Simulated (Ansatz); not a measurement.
Born–Oppenheimer molecular dynamics of CH2FSi (5 atoms, charge -1, multiplicity 1). It starts from a relaxed structure.

Computed with Ansatz 0.2.0, RKS PBE/def2-SVP.

```
ensemble                      : NVE (Milne-controlled integrator)
time step                     : 0.5 fs
steps asked                   : 250
starting velocities drawn for : 300 K
masses                        : H 3.016 u
seed                          : 46742
```

Frames 1 fs apart, positions in Å, forces in eV/Å.

Velocities at 0.0 fs (Å/ps):

```
F 0.06 -0.52 -2.27
C 3.03 -0.36 10.38
Si -0.73 0.88 -2.63
H -2.85 4.41 4.46
H -2.80 -7.92 -7.02
```

```xyz
5
Properties=species:S:1:pos:R:3:forces:R:3 time_fs=0.0 energy_less_start_eV=0.000 T=300
F 0.590 -1.677 1.408 0.00 0.00 0.00
C 0.753 -0.352 0.996 0.00 0.00 0.00
Si -0.207 0.306 -0.367 0.00 -0.01 0.00
H -1.303 -0.033 -1.436 0.00 0.00 0.00
H 0.167 1.757 -0.602 0.00 0.00 0.00
5
Properties=species:S:1:pos:R:3:forces:R:3 time_fs=1.0 energy_less_start_eV=0.002 T=294
F 0.590 -1.677 1.406 -0.02 -0.07 0.04
C 0.756 -0.353 1.006 -0.10 0.14 -0.21
Si -0.208 0.307 -0.370 0.10 -0.18 0.20
H -1.306 -0.029 -1.431 -0.02 -0.02 -0.02
H 0.165 1.749 -0.609 0.04 0.14 -0.01
5
Properties=species:S:1:pos:R:3:forces:R:3 time_fs=2.0 energy_less_start_eV=0.009 T=277
F 0.590 -1.678 1.404 -0.03 -0.14 0.08
C 0.759 -0.353 1.017 -0.18 0.27 -0.41
Si -0.209 0.308 -0.372 0.19 -0.35 0.39
H -1.309 -0.025 -1.427 -0.04 -0.04 -0.05
H 0.162 1.741 -0.616 0.07 0.26 -0.01
5
Properties=species:S:1:pos:R:3:forces:R:3 time_fs=3.0 energy_less_start_eV=0.019 T=252
F 0.590 -1.679 1.402 -0.04 -0.20 0.12
C 0.762 -0.353 1.026 -0.26 0.38 -0.58
Si -0.209 0.309 -0.375 0.27 -0.49 0.56
H -1.312 -0.021 -1.423 -0.06 -0.07 -0.07
H 0.160 1.735 -0.623 0.10 0.38 -0.02
5
Properties=species:S:1:pos:R:3:forces:R:3 time_fs=4.0 energy_less_start_eV=0.030 T=222
F 0.590 -1.679 1.399 -0.05 -0.24 0.15
C 0.764 -0.353 1.036 -0.33 0.46 -0.74
Si -0.210 0.309 -0.377 0.34 -0.61 0.70
H -1.315 -0.017 -1.419 -0.08 -0.09 -0.09
H 0.157 1.729 -0.630 0.12 0.47 -0.02
5
Properties=species:S:1:pos:R:3:forces:R:3 time_fs=5.0 energy_less_start_eV=0.042 T=191
F 0.590 -1.680 1.397 -0.06 -0.27 0.17
C 0.767 -0.352 1.045 -0.39 0.52 -0.87
Si -0.210 0.309 -0.379 0.40 -0.68 0.82
H -1.319 -0.013 -1.415 -0.09 -0.10 -0.10
H 0.156 1.726 -0.637 0.14 0.54 -0.02
5
Properties=species:S:1:pos:R:3:forces:R:3 time_fs=6.0 energy_less_start_eV=0.053 T=163
F 0.590 -1.681 1.395 -0.06 -0.28 0.19
C 0.769 -0.351 1.053 -0.44 0.55 -0.97
Si -0.211 0.309 -0.381 0.46 -0.72 0.91
H -1.323 -0.009 -1.411 -0.10 -0.12 -0.11
H 0.154 1.724 -0.644 0.15 0.57 -0.02
5
Properties=species:S:1:pos:R:3:forces:R:3 time_fs=7.0 energy_less_start_eV=0.062 T=139
F 0.590 -1.682 1.394 -0.06 -0.26 0.21
C 0.770 -0.349 1.060 -0.48 0.55 -1.06
Si -0.211 0.309 -0.382 0.50 -0.72 0.97
H -1.327 -0.006 -1.409 -0.10 -0.13 -0.11
H 0.153 1.723 -0.652 0.14 0.57 -0.01
5
Properties=species:S:1:pos:R:3:forces:R:3 time_fs=8.0 energy_less_start_eV=0.069 T=121
F 0.590 -1.684 1.392 -0.06 -0.23 0.22
C 0.772 -0.347 1.067 -0.52 0.52 -1.12
Si -0.211 0.309 -0.383 0.54 -0.68 1.01
H -1.331 -0.004 -1.406 -0.09 -0.14 -0.11
H 0.153 1.725 -0.659 0.13 0.53 0.01
5
Properties=species:S:1:pos:R:3:forces:R:3 time_fs=9.0 energy_less_start_eV=0.074 T=109
F 0.590 -1.685 1.390 -0.06 -0.18 0.22
C 0.772 -0.345 1.072 -0.55 0.48 -1.17
Si -0.210 0.308 -0.384 0.57 -0.60 1.01
H -1.336 -0.002 -1.404 -0.07 -0.15 -0.09
H 0.153 1.728 -0.666 0.11 0.45 0.03
5
Properties=species:S:1:pos:R:3:forces:R:3 time_fs=10.0 energy_less_start_eV=0.077 T=102
F 0.590 -1.687 1.389 -0.05 -0.12 0.22
C 0.773 -0.342 1.077 -0.57 0.41 -1.19
Si -0.210 0.307 -0.384 0.59 -0.49 0.99
H -1.341 0.000 -1.402 -0.05 -0.15 -0.07
H 0.154 1.732 -0.674 0.08 0.35 0.06
5
Properties=species:S:1:pos:R:3:forces:R:3 time_fs=11.0 energy_less_start_eV=0.078 T=98
F 0.590 -1.688 1.387 -0.05 -0.04 0.21
C 0.773 -0.339 1.081 -0.58 0.32 -1.20
Si -0.209 0.306 -0.384 0.60 -0.36 0.95
H -1.346 0.001 -1.400 -0.02 -0.15 -0.05
H 0.154 1.738 -0.681 0.05 0.24 0.09
```

Of the whole run (125 fs, mean temperature of the second half 150 K): The conserved energy stayed within 0.0006 meV per atom of its start (net change 0 meV per atom), so the integration is sound. The temperature averaged 0.50 of the 300 K drawn at the start: a run that starts near a minimum puts about half its kinetic energy into the potential. A run of 0.12 ps of so small a system gives no equilibrium averages. Limits of this set-up: an anion without diffuse functions, the dipole of an ion depends on the origin.

Run time: 2.3 min on 1 thread of Arm Neoverse V2 (shared host), peak memory 0.08 GiB.
